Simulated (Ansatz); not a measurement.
CH4BCl, SMILES `BCCl`. The species carries charge 0 and has multiplicity 1.

```xyz
7

B     0.489   -0.188   -0.777
C    -0.294    0.037    0.540
Cl   -1.152    1.591    0.713
H     1.064   -1.233   -0.890
H     0.535    0.621   -1.650
H     0.388   -0.062    1.393
H    -1.030   -0.765    0.671
```

(1) List the harmonic frequencies (cm⁻¹, unscaled) at PBE0-D4/def2-TZVP in Ansatz. (Estimate.)

(2) Is this a minimum?

(3) Give the ideal-gas thermochemistry at 298.15 K and 1 bar (rigid rotor, harmonic oscillator; point group Cs, symmetry number 1).

(4) And at 400, 500, 600, 800 and 1000 K?

(5) Rotational constants (cm⁻¹)?

Answers

(1) Computed: 174, 304, 509, 651, 879, 984, 1028, 1154, 1203, 1270, 1384, 2591, 2688, 3046, 3086.

(2) Yes, all 15 modes are real.

(3) Zero-point energy 125.3 kJ/mol; H(298) − E = 139.3 kJ/mol; entropy 279.7 J/(mol·K), of which translation 160.4, rotation 97.3, vibration 22.1; G(298) − E = 55.9 kJ/mol.

(4) 
```
T (K)  H − E (kJ/mol)  S (J/mol/K)  G − E (kJ/mol)
  400           146.7        300.8            26.3
  500           155.1        319.5            -4.7
  600           164.4        336.6           -37.5
  800           185.5        366.8          -107.9
 1000           208.9        392.9          -184.0
```

(5) 1.237, 0.1864, 0.1669.
